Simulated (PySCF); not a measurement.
# Exercise with solution: entropy of an ideal gas

butadiene (C₄H₆), SMILES C=CC=C.

Geometry optimised at B3LYP-D3(BJ)/def2-SVP. One conformer was computed; it need not be the lowest.

PySCF with B3LYP-D3(BJ)/def2-SVP gives the harmonic wavenumbers 179, 299, 517, 540, 779, 901, 933, 934, 993, 1003, 1058, 1222, 1301, 1302, 1395, 1453, 1663, 1722, 3131, 3135, 3142, 3145, 3236, 3236 cm⁻¹ and the rotational temperatures 2.0143, 0.2109, 0.1909 K. The molar mass is 54.09 g/mol, the symmetry number 2, the spin multiplicity 1.

### Question
Work out the entropy at 298.15 K and 1 atm in the rigid-rotor, harmonic-oscillator model.

### Answer

Translation (Sackur–Tetrode at 1 atm): S = R[1.5 ln M + 2.5 ln T − 1.16487] = 158.5 J/(mol K).
Rotation: q = (√π/σ) T^1.5/√(θA θB θC) = 16000, S = R[ln q + 3/2] = 93.0 J/(mol K).
Vibration: with u = 1.4388 ν/T, each mode gives R[u/(e^u − 1) − ln(1 − e^−u)]:
```tsv
ν (cm⁻¹)	modes	u	S (J/(mol K))
179	1	0.86	9.79
299	1	1.44	5.95
517	1	2.49	2.58
540	1	2.61	2.37
779	1	3.76	0.94
901	1	4.35	0.58
933	1	4.50	0.51
934	1	4.51	0.51
993	1	4.79	0.40
1003	1	4.84	0.39
1058	1	5.11	0.31
1222	1	5.90	0.16
1301	1	6.28	0.11
1302	1	6.28	0.11
1395	1	6.73	0.08
1453	1	7.01	0.06
1663	1	8.03	0.02
1722	1	8.31	0.02
```
The stiffer modes add less than 0.005 each. Sum 24.9 J/(mol K).
Spin: R ln 1 = 0.0 J/(mol K).
Total 276.4 J/(mol K); the program's own thermochemistry gives 276.4. Translation makes up 57 % and vibration 9 %. Anharmonicity, hindered rotation and orbital degeneracy are left out.
